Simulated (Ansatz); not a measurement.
A nudged elastic band was laid between two geometries of AlFH₂ (4 atoms, charge 0, multiplicity 1).

These are results of Ansatz, RKS PBE/6-31G*, not measurements.

```json
{"movable images": "7", "climbing image": "yes", "spring": "5.0 eV/Å²", "optimiser": "quadratic models (default)", "start path": "through a guess of the saddle point", "force threshold": "0.03 eV/Å", "iteration limit": "60", "end points": "relaxed"}
```

Initial state:

```xyz
4
Properties=species:S:1:pos:R:3
Al 0.402 0.000 0.180
F 0.443 0.000 1.849
H 1.805 0.000 -0.584
H -1.037 0.000 -0.514
```

Final state:

```xyz
4
Properties=species:S:1:pos:R:3
Al 0.106 0.000 -0.794
F 1.066 0.000 1.209
H 1.882 0.000 0.687
H -1.441 0.000 -0.171
```

Question: What changes between the two ends?

Answer: Bonds broken: Al1–H3. Bonds formed: F2–H3.

Question: What energy profile does the band end with?

Answer: The forces met the threshold. The highest image is number 6 of 0 to 8, 292.1 kJ/mol above the first end and 13.8 kJ/mol above the last; the last end lies 278.3 kJ/mol above the first. A vibrational analysis at the climbing image gives one clearly imaginary mode, 875i cm⁻¹: a first-order saddle point. The orbitals stay closed-shell, which can raise the energy where a bond breaks towards radicals; this wasn't checked here.

```json
{"image": "0", "path coordinate (Å)": "0.00", "energy (kJ/mol)": "0.0", "Al1–H3 (Å)": "1.60", "F2–H3 (Å)": "2.79"}
{"image": "1", "path coordinate (Å)": "0.26", "energy (kJ/mol)": "11.8", "Al1–H3 (Å)": "1.59", "F2–H3 (Å)": "2.56"}
{"image": "2", "path coordinate (Å)": "0.52", "energy (kJ/mol)": "48.0", "Al1–H3 (Å)": "1.59", "F2–H3 (Å)": "2.30"}
{"image": "3", "path coordinate (Å)": "0.77", "energy (kJ/mol)": "108.6", "Al1–H3 (Å)": "1.60", "F2–H3 (Å)": "2.02"}
{"image": "4", "path coordinate (Å)": "1.03", "energy (kJ/mol)": "187.3", "Al1–H3 (Å)": "1.62", "F2–H3 (Å)": "1.73"}
{"image": "5", "path coordinate (Å)": "1.29", "energy (kJ/mol)": "261.4", "Al1–H3 (Å)": "1.67", "F2–H3 (Å)": "1.45"}
{"image": "6", "path coordinate (Å)": "1.55", "energy (kJ/mol)": "292.1", "Al1–H3 (Å)": "1.79", "F2–H3 (Å)": "1.17"}
{"image": "7", "path coordinate (Å)": "1.79", "energy (kJ/mol)": "281.8", "Al1–H3 (Å)": "2.02", "F2–H3 (Å)": "1.01"}
{"image": "8", "path coordinate (Å)": "2.04", "energy (kJ/mol)": "278.3", "Al1–H3 (Å)": "2.31", "F2–H3 (Å)": "0.97"}
```

Question: What is the geometry of the highest image?

Answer: 
```xyz
4
Properties=species:S:1:pos:R:3
Al 0.242 0.000 -0.488
F 0.988 0.000 1.311
H 1.770 0.000 0.436
H -1.388 0.000 -0.328
```

Question: What are the harmonic wavenumbers there?

Answer: 875i, 455, 457, 645, 1668, 1743 cm⁻¹.

The run took 33 s on 1 thread of Arm Neoverse V2, with other jobs on the host, peak memory 0.081 GiB.
